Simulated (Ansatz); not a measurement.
**C2H6N2: basis-set convergence**

How large a basis does C2H6N2 need? Two functionals are run in growing sets.

Method: one geometry, several basis sets; program: Ansatz 0.2.0, Gaussian basis.

Levels to be run: PBE0-D4/def2-SVP; ωB97M-V/def2-SVP; PBE0-D4/def2-QZVPP; ωB97M-V/def2-QZVPP; the functionals' def2-TZVPP values are taken from earlier runs.

### Step 1. The geometry

All runs share one geometry, relaxed beforehand with PBE0-D4 in a triple-zeta def2 set.

10 atoms, charge 0, spin multiplicity 1.

Atoms are counted from 1 here; the program's logs count them from 0.

Bond lengths: C1–N2 1.436 Å, C1–H5 1.089 Å, C1–H6 1.097 Å, C1–H7 1.095 Å, N2–C3 1.362 Å, N2–H8 1.003 Å, C3–N4 1.271 Å, C3–H9 1.092 Å, N4–H10 1.019 Å. Angles: N2–C1–H5 109.3°, N2–C1–H6 112.2°, N2–C1–H7 110.9°, H5–C1–H6 108.4°, H5–C1–H7 107.8°, H6–C1–H7 108.1°, C1–N2–C3 122.2°, C1–N2–H8 118.4°, C3–N2–H8 117.5°, N2–C3–N4 128.8°, N2–C3–H9 112.8°, N4–C3–H9 118.4°, C3–N4–H10 111.9°.

### Step 2. PBE0-D4 in def2-SVP

Contents of in.yaml:

```yaml
crystal:
  periodic: [false, false, false]
  atoms:
    - {symbol: C, position_ang: [-0.854117, 0.291997, -0.737045]}
    - {symbol: N, position_ang: [-0.278878, -0.663791, 0.167394]}
    - {symbol: C, position_ang: [0.895147, -0.433315, 0.817413]}
    - {symbol: N, position_ang: [1.702384, 0.539178, 0.682674]}
    - {symbol: H, position_ang: [-1.792789, -0.100887, -1.125440]}
    - {symbol: H, position_ang: [-1.056389, 1.254290, -0.250641]}
    - {symbol: H, position_ang: [-0.189967, 0.474376, -1.587802]}
    - {symbol: H, position_ang: [-0.858987, -1.408081, 0.508213]}
    - {symbol: H, position_ang: [1.147368, -1.223684, 1.527776]}
    - {symbol: H, position_ang: [1.369329, 1.218718, 0.000257]}
basis:
  gaussian: {orbitals: def2-SVP}
hamiltonian: {xc: pbe0, dispersion: d4}
output: {orbitals: {seedname: orbitals}}
```

Started as:

```bash
$ ansatz run in.yaml --threads 2 --pin off --events-out ev --progress --plain --max-ram 4352MiB
```

After this run come: ωB97M-V in def2-SVP; PBE0-D4 in def2-QZVPP; ωB97M-V in def2-QZVPP.

Before running them: what should the planned runs give, taken together? Wanted: PBE0-D4: double and triple zeta above quadruple; ωB97M-V: double and triple zeta above quadruple.

**Answer**, as computed:

```
                                       quantity          value
PBE0-D4: double and triple zeta above quadruple  6.16, 0.30 eV
ωB97M-V: double and triple zeta above quadruple  6.43, 0.30 eV
```

What this shows: For PBE0-D4 the step from double to triple zeta gains 5.85 eV and the next only 0.30 eV. These are total energies; as a rule much of such shifts cancels in differences, which this series doesn't test. The LUMO of ωB97M-V is positive and keeps falling with the basis (3.25 to 1.45 eV): an unbound level that the basis holds in place.
